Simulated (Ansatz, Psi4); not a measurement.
Gas-phase reaction in SMILES: O=CO -> O=[C]O + H atom (the C-H bond breaks)

Property: bond dissociation energy (enthalpy at 298 K), in kcal/mol. Conventions: spin-orbit terms left out; six Cartesian d functions in 6-31G* and its kin unless marked 5d; 6-311+G** with 5d; non-relativistic; no dispersion term unless named; LANL2DZ all-electron up to Ne; UHF or UKS for open shells; valence correlation only. Basis-set limits of correlation are two-point, X^-3; Hartree-Fock from the larger set. [CCSD(T)-MP2]/basis is that difference in the basis named. Ab initio and DFT rows: single points at B3LYP-D3(BJ) geometries (Ansatz, a first-principles code), with unscaled harmonic terms from B3LYP/6-31G* at its own minima.

Coupled cluster (Ansatz) is a level with limits of its own, used here on species with T1 under 0.025 (0.045 for open shells) and stable references: RI-MP2/CBS(aug-cc-pVTZ,aug-cc-pVQZ)+[CCSD(T)-MP2]/aug-cc-pVTZ.

Value to compare with, RI-MP2/CBS(aug-cc-pVTZ,aug-cc-pVQZ)+[CCSD(T)-MP2]/aug-cc-pVTZ (Ansatz): 100.6 kcal/mol.

```
level              program  bond dissociation energy (enthalpy at 298 K) (kcal/mol)  difference
-----------------  -------  -------------------------------------------------------  ----------
HF/LANL2DZ          Ansatz                                                     81.5       -19.1
HF/6-311+G**        Ansatz                                                     78.8       -21.8
PBE/6-31G*          Ansatz                                                     95.9        -4.7
B3LYP/6-31G*        Ansatz                                                     98.2        -2.4
B3LYP/def2-SVP      Ansatz                                                     96.8        -3.8
wB97X-D/6-311+G**     Psi4                                                     98.6        -2.0
MP2/LANL2DZ         Ansatz                                                     90.2       -10.4
B3LYP/def2-TZVPD    Ansatz                                                     97.2        -3.4
PBE0/def2-TZVPD     Ansatz                                                     95.9        -4.7
```

Among the 7 habitual levels, HF/6-311+G** lies farthest from RI-MP2/CBS(aug-cc-pVTZ,aug-cc-pVQZ)+[CCSD(T)-MP2]/aug-cc-pVTZ (Ansatz) (-21.8 kcal/mol); 0 of 7 lie above it, and their mean absolute difference is 9.2 kcal/mol, the median 4.7. One case shows no general order.

The levels are drawn from those run, B3LYP/6-31G* more often than the rest, none by its result; runs whose electronic state is in doubt are left out.
